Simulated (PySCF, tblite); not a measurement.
# C3H5O2 radical: geometry, infrared bands and EPR parameters

Aim: predict the infrared bands and EPR parameters of C3H5O2 radical (`[O]C[C@@H]1CO1`).

Computed with tblite 0.8.0 and PySCF 2.14.0, with density-fitted response routines of our own, on a single molecule in the gas phase. Atoms are numbered from 0 throughout.

### 1 The starting structure

10 atoms, charge 0, multiplicity 2; geometry from: force field or distance geometry start.

Bonds of the start (Å): O0–C1 1.33, C1–C2 1.50, C2–C3 1.52, C3–O4 1.43, O4–C2 1.44, C1–H5 1.10, C1–H6 1.10, C2–H7 1.08, C3–H8 1.08, C3–H9 1.07.

### 2 Relaxing the molecule with GFN2-xTB

Job settings and geometry (Å):

```
{"job": {"kind": "relax", "xc": "GFN2-xTB", "basis": "xTB"}, "charge": 0, "multiplicity": 2}
O      0.985000    -1.751000     0.490800
C      1.150800    -0.459100     0.211800
C     -0.162200     0.214700     0.476700
C     -1.203500     0.322100    -0.625400
O     -0.389600     1.438900    -0.251000
H      1.872900     0.103900     0.825700
H      1.471000    -0.178900    -0.799800
H     -0.484600     0.192900     1.510900
H     -2.236700     0.317600    -0.319400
H     -0.994200    -0.196500    -1.543000
```

Started as:

```sh
$ OMP_NUM_THREADS=1 python probes_run.py task.json out
```

This one command runs all jobs of the session in turn.

**Question.** This job is followed by: GFN2-xTB harmonic vibrations, gas phase; UKS B3LYP, pcH-1 on C H O, non-relativistic, mean-field spin-orbit, GIAO. Predict these results of the whole session: strongest single infrared mode (GFN2-xTB); zero-point energy (GFN2-xTB); g(iso) (B3LYP); ⟨S²⟩; largest a(iso); potential on the surface of density 0.002 e/bohr³, 1st and 99th percentile; property runs in this session.

**Answer**, as computed:

| quantity | value |
| --- | --- |
| strongest single infrared mode (GFN2-xTB) | 584 cm⁻¹, 91 km/mol |
| zero-point energy (GFN2-xTB) | 45.8 kcal/mol |
| g(iso) (B3LYP) | 2.01764 |
| ⟨S²⟩ | 0.754 (exact 0.75) |
| largest a(iso) | 1H on H5, 309.3 MHz |
| potential on the surface of density 0.002 e/bohr³, 1st and 99th percentile | -1.30 V and 1.20 V |
| property runs in this session | 1, of which 0 failed and 1 gave unsound results |

In words: Relaxing lowered the energy by 0.339 eV in 56 steps; the close pair that moved most is C2–C3, from 1.520 to 1.469 Å. All 24 modes are real, so the xTB geometry is a minimum. The strongest single mode, at 584 cm⁻¹, has its largest shares on C1, H5 and H6 (the list is cut at 3 atoms). Unscaled tight-binding wavenumbers are off by several per cent, some by more. Its intensities can rank the bands wrongly. O0 carries the largest spin population, 0.84 e. The isotropic g lies 15.3 ppt above the free-electron value. These values are not to be trusted: the run shows nearly degenerate orbitals, where second-order g theory doesn't apply. The conformer search found further structures of the same energy, which may be mirror or relabelled copies of this one.
